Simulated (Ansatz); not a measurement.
# HfSi3: the cost of one run

Program: Ansatz 0.2.0, Gaussian basis. Level of theory: the settings change from run to run. These are calculated values, not measurements.

### 1 The relaxed structure

An earlier PBE-D4/def2-SVPD relaxation fixed the geometry. Hf takes a core potential in def2 sets; no spin-orbit term is included.

4 atoms, charge -1, spin multiplicity 2.

Atoms are counted from 1 here; the program's logs count them from 0.

Bond lengths: Hf1–Si2 2.517 Å, Hf1–Si3 2.514 Å, Hf1–Si4 2.460 Å, Si2–Si3 2.436 Å, Si2–Si4 2.656 Å. Angles: Si2–Hf1–Si3 57.9°, Si2–Hf1–Si4 64.5°, Si3–Hf1–Si4 65.1°, Hf1–Si2–Si3 61.0°, Hf1–Si2–Si4 56.7°, Si3–Si2–Si4 63.2°, Hf1–Si3–Si2 61.1°, Hf1–Si4–Si2 58.8°.

### 2 HF/def2-TZVP

File in.yaml:

```yaml
crystal:
  periodic: [false, false, false]
  atoms:
    - {symbol: Hf, position_ang: [-1.118801, -0.809218, -0.584772]}
    - {symbol: Si, position_ang: [0.933476, -0.878715, 0.871226]}
    - {symbol: Si, position_ang: [0.944961, 0.521166, -1.122791]}
    - {symbol: Si, position_ang: [-0.759636, 1.166767, 0.836338]}
basis:
  gaussian: {orbitals: def2-TZVP}
total_charge: -1
magnetization: {spin_polarized: true, initial_magnetization: 1}
hamiltonian: {xc: {name: HF}}
```

On the command line:

```sh
ansatz run in.yaml --threads 4 --pin off --events-out ev --progress --plain --max-ram 3916MiB
```

**Question.** How long does this run take on 4 threads of Arm Neoverse V1, shared host, and how much memory does it need?

About 64 s, with a peak of 0.7 GiB.
